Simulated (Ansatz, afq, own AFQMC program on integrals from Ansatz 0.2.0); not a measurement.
Two steps: Ansatz 0.2.0 writes the Fock matrix and Cholesky factors of the valence space, and afq projects on them the lowest state that overlaps trial and start.

```yaml
crystal:
  periodic: [false, false, false]
  atoms:
    - {symbol: Se, position_ang: [0.000000, 0.000000, 2.336867]}
    - {symbol: Mg, position_ang: [0.000000, 0.000000, -0.321133]}
    - {symbol: H, position_ang: [0.000000, 0.000000, -2.015733]}
basis:
  gaussian: {orbitals: cc-pVDZ}
magnetization: {spin_polarized: true, initial_magnetization: 1}
correlation: {method: ccsd_t, electrons: outside_noble_gas, hamiltonian_folder: ham}
```

```sh
$ ansatz run in.yaml --threads 1 --pin off --events-out ev --progress --plain --max-ram 1382MiB
```

afq runs on the folder ham with

```
--method phaseless --trial cid --walkers 160 --populations 1 --least-time 40 --time-step 0.0025 --steps-per-block 10 --equilibration-blocks 120 --max-blocks 800 --target-error 0.00072 --factor-cut 1e-05 --start determinant --seed 6087 --taylor-order 6
```

Times are imaginary, in 1/Eh. The walk had a cap of 271 s. Filled inner d shells are frozen with the cores.

afq prints:

```
orbitals 31  electrons 5 4  factors 219 of 532
reference energy -2600.01977165 Eh
CCSD correlation -0.14588730 Eh in 11 cycles, weight of the determinant in the CISD state 0.9087
energy of the start -2600.165697 Eh
 block  time / (1/Eh)  mean weight  energy / Eh
     1     0.025  0.9997  -2600.165335
     2     0.050  0.9998  -2600.164997
     3     0.075  1.0002  -2600.164751
     4     0.100  1.0006  -2600.164505
     5     0.125  0.9999  -2600.164265
     9     0.225  1.0001  -2600.163957
    64     1.600  1.0003  -2600.166698
   148     3.700  1.0004  -2600.168818
   232     5.800  0.9999  -2600.169694
   316     7.900  0.9997  -2600.170243
   379     9.475  1.0001  -2600.166238
   400    10.000  1.0003  -2600.170352
   484    12.100  0.9996  -2600.168355
   568    14.200  0.9994  -2600.170325
   652    16.300  0.9993  -2600.170052
   736    18.400  1.0001  -2600.168318
   778    19.450  0.9997  -2600.171654
   820    20.500  1.0002  -2600.168068
blocks merged  error / Eh  count
     1  0.000046  720
     2  0.000063  360
     4  0.000087  180
     8  0.000117  90
    16  0.000148  45
    32  0.000189  22
    64  0.000181  11
energy -2600.169256 +/- 0.000189 Eh
(rows thinned)
```

The time cap ended the run before it passed its tests.

Against this walk (error 5.2 meV) on the same determinant: CCSD(T) 21.9 meV higher, CCSDT(Q) 0.9 meV lower (within the noise), a separate phaseless walk with a CISD trial and standard settings 10.7 ± 8.8 meV higher (within the noise). The error is statistical and leaves out the bias of the constraint.

Cautions: constraint bias not in the error; error not settled; no relativity below Rb; no spin-orbit coupling; inner d shell frozen; the sampling time fell short of the least asked.

The walk took 4.5 min on 1 thread of AMD EPYC 9R45 96-Core Processor (Zen 5), with other jobs on the host. The log's last line is the phaseless energy.

CCSDT and higher add their correlation energy to the determinant of the CCSD(T) run, since their own runs factorise the integrals more tightly (a shift of under 2 meV). A walk keeps the symmetry of its determinant, which the program's search chose and which needn't be the lowest solution, so a lower state of the same spin and another symmetry isn't excluded.
